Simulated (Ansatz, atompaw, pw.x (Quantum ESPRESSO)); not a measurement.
**beryllium (Be): one change to the PAW (atompaw) potential, in the atom and in the sc crystal**

atompaw 4.2.0.5 input, output lines left out:

```
Be 4
GGA-PBESOL scalarrelativistic loggrid 1500 logderivrange -2 5 176
2 2 0 0 0 0
2 1 0
0 0 0
c
v
v
2
3.00 2.60 2.45 2.15
y
0.55
n
y
0.3
n
y
0.05
y
2.45
n
custom rrkj gramschmidtortho gaussian
3 0 troulliermartins
1.60
3.00
3.00
3.00
3.00
3.00
```

Change: local potential troulliermartins scheme with l = 3 at 0 Ry, radius 2.20 bohr.

Cutoffs, loose and tight: the cutoffs (Ry, on a coarse ladder) from which the occupation-weighted sum of valence levels, in a spherical-Bessel basis at the reference potential, stays within 10 and 1 mRy of its value at 400 Ry. They see the waves and projectors alone, not the compensation charge or the core.

Crystal test: sc Be in pw.x 7.5, no spin, 15³ k-points, Fermi–Dirac smearing 0.01 Ry, cutoffs set for each file from its atomic test. The reference is all-electron LAPW (Ansatz 0.2.0) with the same functional, mesh and smearing; V0 and B0 come from Birch–Murnaghan fits to the pressures at five volumes. Errors are pseudo minus all-electron; Δ is the rms difference of the E(V) curves that follow from these fits, minima aligned, over ±6 % about the mean V0. Mesh and smearing are coarse, so the numbers serve the comparison and aren't converged zero-temperature values; the lattice is a test structure that the element need not adopt.

All-electron: a0 = 2.166 Å (V0 = 10.16 Å³/atom), B0 = 76.1 GPa.

Question: Does the change bring the crystal closer to the all-electron result?

Answer: The mean pressure error goes from +0.33 to +0.22 GPa, so the change moves the solid closer to the all-electron pressures.

| quantity | base | changed |
| --- | --- | --- |
| outcome (atom) | generated | generated |
| cutoff, loose (atom) | 6 Ry | 6 Ry |
| cutoff, tight (atom) | 15 Ry | 15 Ry |
| bound ghosts (atom) | none | none |
| cutoffs in pw.x (Ry) | 40/400 | 40/400 |
| a0 (Å) | 2.168 | 2.167 |
| a0 error (%) | +0.12 | +0.07 |
| B0 error (%) | +3.1 | +2.6 |
| Δ (meV/atom) | 0.6 | 0.4 |
| mean pressure error (GPa) | +0.33 | +0.22 |

Base: The largest radius (3.00 bohr) exceeds half the bond length (2.04 bohr), so the spheres overlap, which is one possible source of error among others. Changed file: The largest radius (3.00 bohr) exceeds half the bond length (2.04 bohr), so the spheres overlap, which is one possible source of error among others. The atomic cutoffs weigh occupied waves only.
